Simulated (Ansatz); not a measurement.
We consider A-type hexagonal La2O3, described by PBE in Ansatz (plane waves, PAW).

Run with plane-wave cutoff 500 eV, 12×12×6 k mesh (along the axes of the cell as run), gaussian smearing 0.02 eV, scalar-relativistic PAW data made under PBE.

Computed at the level's own relaxed cell.

Task: Predict the equilibrium volume per atom, equilibrium lattice constant a, lattice parameter c and band gap.

Result: 
equilibrium volume per atom: 16.64 Å³/atom
equilibrium lattice constant a: 3.941 Å
lattice parameter c: 6.187 Å
band gap: 3.83 eV (on the SCF k mesh)

Measured, for comparison: equilibrium volume per atom 16.44 Å³/atom (room temperature, not corrected to a static lattice, equation of state from high-pressure X-ray diffraction; as tabulated in Ibáñez et al. (2020), arXiv:2005.12956); lattice constant a 3.934 Å (300 K, not corrected to a static lattice, our sources range from 3.934 to 3.940; as tabulated in Santana et al. (2016), arXiv:1608.06321); lattice parameter c 6.13 Å (temperature not stated, not corrected to a static lattice; as tabulated in Rustad et al. (2011), arXiv:1107.4261). Computed (rounded) less measured: equilibrium volume per atom +1.2 %, lattice constant a +0.2 % (0.0 % to +0.2 % over the range), lattice parameter c +0.9 %.

Spin–orbit coupling is not included.

Computed values are for the static lattice.

Ansatz is a first-principles code.
